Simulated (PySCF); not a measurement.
Input of a run (PBE0-D3(BJ)/def2-SVP geometry optimisation, gas phase (PySCF 2.14.0)), started from GFN2-xTB:
```
{"job": {"xc": "PBE0", "basis": "def2-SVP", "d3": "d3bj", "grid": 1, "kind": "geom"}, "charge": -1, "multiplicity": 1}
C      1.975919    -0.601276     0.034706
C      0.836026     0.226550     0.611887
C     -0.388230     0.307112    -0.320282
C     -1.030984    -1.072998    -0.479479
C     -1.410355     1.259618     0.308707
S      0.094710     0.950769    -1.950785
H      2.104715    -0.304225    -1.005978
H      1.752173    -1.666785     0.071868
H      2.906150    -0.423905     0.577251
H      1.195335     1.248071     0.767999
H      0.528292    -0.175924     1.588685
H     -0.347395    -1.748747    -0.988679
H     -1.930250    -0.987874    -1.088724
H     -1.302061    -1.502315     0.491990
H     -1.730533     0.911124     1.297591
H     -0.976173     2.253586     0.409647
H     -2.284335     1.339250    -0.336316
```

Output (energies in Eh, forces in Eh/bohr):
```
step   0  E = -594.73238687  max force = 0.009726
step   1  E = -594.73419117  max force = 0.002571
step   2  E = -594.73424469  max force = 0.000736
step   3  E = -594.73425237  max force = 0.000169
optimisation converged
```

**Question.** Summarise the run.

**Answer.** The energy falls by 0.051 eV over 4 energy and gradient evaluations, the largest force component goes from 0.0097 to 1.7e-04 Eh/bohr, and the atoms move by 0.044 Å rms after alignment. Among the bonds, C1–H7, C4–H14 and C5–H15 change most and about equally (+0.015 to +0.016 Å). Bonds longer at the end by more than 0.005 Å: 12 of 16; shorter: 0. The energy never rose by more than 1e-6 Eh on the way. The first step brought 97 % of the lowering.

**Question.** What are the final bond lengths?

**Answer.** C1–C2 1.519 Å, C2–C3 1.545 Å, C3–C4 1.533 Å, C3–C5 1.531 Å, C3–S6 1.830 Å, C1–H7 1.105 Å, C1–H8 1.103 Å, C1–H9 1.104 Å, C2–H10 1.104 Å, C2–H11 1.113 Å, C4–H12 1.100 Å, C4–H13 1.101 Å, C4–H14 1.112 Å, C5–H15 1.112 Å, C5–H16 1.101 Å, C5–H17 1.101 Å. Numbering counts from 1 in the input's order; the species is `CCC(C)(C)[S-]`.

The run used 143 basis functions and 26 SCF cycles in all. Hardware: an Arm Neoverse V1 with one thread, shared host. Cost: 47 s.

Stationary, but not proved a minimum.

The values belong to the conformer `[CH3:1][CH2:2][C:3]([CH3:4])([CH3:5])[S-:6]`: C1–C2–C3–C4 63°.
